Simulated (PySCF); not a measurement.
Potential energy curve for SMILES CCl. The C1–H5 bond (C1 also carries Cl, H, H; H5 carries nothing else) is pulled apart rigidly from the PBE0/def2-TZVP optimised geometry.

Computed with CCSD(T) on UHF/6-31G, 6 core orbitals frozen in PySCF.

Q: Relative to R = 1.09 Å, what are the energies at R = 1.80, 2.40, 2.66, 3.76 Å?

A: 247.1 kJ/mol at 1.80 Å, 393.9 kJ/mol at 2.40 Å, 418.3 kJ/mol at 2.66 Å, 431.4 kJ/mol at 3.76 Å.

The unrestricted determinant behind UCCSD(T) is spin-contaminated at 1.80 to 3.76 Å (<S²> up to 1.0, against 0.00 for a pure singlet).
